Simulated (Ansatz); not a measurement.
## Energy profile

The step: AlNH₄ ([NH2][AlH2]) → AlH + NH₃ (still joined by a long Al–N bond); bonds formed: N2–H3; bonds broken: Al1–H3; bonds weakened to dative contacts: Al1–N2 (atoms numbered as in the saddle structure below).

Al1  (-0.918, 0.577, -0.665)
N2  (0.354, -0.502, 0.254)
H3  (0.673, 0.078, -1.031)
H4  (-1.460, 1.674, 0.385)
H5  (0.823, -0.392, 1.156)
H6  (0.526, -1.436, -0.099)
(Å)

Electronic energies by CCSD(T) at an estimated basis limit (MP2 extrapolated from triple and quadruple zeta, plus CCSD(T) − MP2 in triple zeta), on PBE0-D4/def2-TZVP structures; AlNH$_{4}$, singlet; no counterpoise correction. Computed with Ansatz 0.2.0 (basis: def2-TZVPP and def2-QZVPP); correlated methods freeze the cores. Extrapolation: Hartree–Fock as exp(−7.88 √X), correlation as X^−2.97.

Question: Give the profile in kcal/mol, counted from the start structure. (Judge from chemistry; the value comes from the calculation.)

Answer: The calculation gives:
```csv
point,kcal/mol
start structure,0.00
saddle,72.69
end structure,36.20
"separated: AlH (Al1, H4; singlet) + NH$_{3}$ (N2, H3, H5, H6; singlet)",50.48
```

The T1 diagnostic stays at or below 0.020. The restricted Hartree–Fock reference is unstable towards an unrestricted one at one or more of these structures. A large double-excitation amplitude points to some diradical character; no triplet was computed.

Labels in which every atom is bracketed show which atoms are joined, not bond orders.

For scale, one of the runs: CCSD(T)/def2-TZVPP, 129 basis functions, launched by `ansatz run in.yaml --threads 2 --pin off --events-out ev --progress --plain --max-ram 4352MiB`. Hardware: 2 CPU threads of an Arm Neoverse V2, shared host. Wall time about 3.6 s.
